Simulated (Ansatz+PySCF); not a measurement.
The numbers below are computed, except where a source is named.
## PySCF 2.14.0 run

```python
from pyscf import gto, scf, cc

mol = gto.M(atom="""
Mg 0.000000 0.000000 0.000000
O 0.000000 0.000000 1.660000
""", basis='sto-3g', charge=0, spin=0)
mf = scf.UHF(mol)
mf.kernel()
mycc = cc.CCSD(mf, frozen=6).run()
et = mycc.ccsd_t()
print(mf.e_tot, mycc.e_corr, et, mycc.e_tot + et)
```

The script is written out from the run's settings.

The run gave:

```yaml
Converged: yes
Reference_energy: -270.77032 hartree
CCSD_correlation_energy: -0.11109 hartree
Triples_correction: -0.00628 hartree
Total_energy: -270.88769 hartree
Spin_squared_of_the_determinant: 0.000
```

Caution: large amplitudes, a single reference is doubtful.
